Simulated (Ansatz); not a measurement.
Start from `N#CC(F)F` and change one atom or group to get `N#CC(F)CO`.

Ansatz, PBE0-D4/def2-TZVP geometries, multiplicity 1. Each molecule was computed in one conformer, which needn't be the lowest.

```tsv
property	`N#CC(F)F`
LUMO energy (PBE0/def2-TZVPP) / eV	-0.68
LUMO energy (ωB97M-V/def2-TZVPP) / eV	1.61
size of the dipole moment (ωB97M-V/def2-TZVPP) / D	2.47
HOMO energy (PBE/def2-TZVPP) / eV	-9.11
size of the dipole moment (PBE/def2-TZVPP) / D	2.41
HOMO energy (ωB97M-V/def2-TZVPP) / eV	-13.06
```

(1) Give the same properties after the change, and the shifts. (Best estimate.)

## Answers

(1) The calculation gave: 
```
                                          property  `N#CC(F)CO`  shift
                LUMO energy (PBE0/def2-TZVPP) / eV        -0.49   0.19
             LUMO energy (ωB97M-V/def2-TZVPP) / eV         1.65   0.04
size of the dipole moment (ωB97M-V/def2-TZVPP) / D         2.38  -0.09
                 HOMO energy (PBE/def2-TZVPP) / eV        -7.19   1.92
    size of the dipole moment (PBE/def2-TZVPP) / D         2.47   0.06
             HOMO energy (ωB97M-V/def2-TZVPP) / eV       -11.29   1.77
```

With PBE0 the HOMO rises by 1.83 eV and the LUMO rises by 0.19 eV, so the gap narrows by about 1.64 eV. PBE moves the HOMO by 1.92 eV and ωB97M-V by 1.77 eV. Dipoles are sizes alone; their direction can turn.
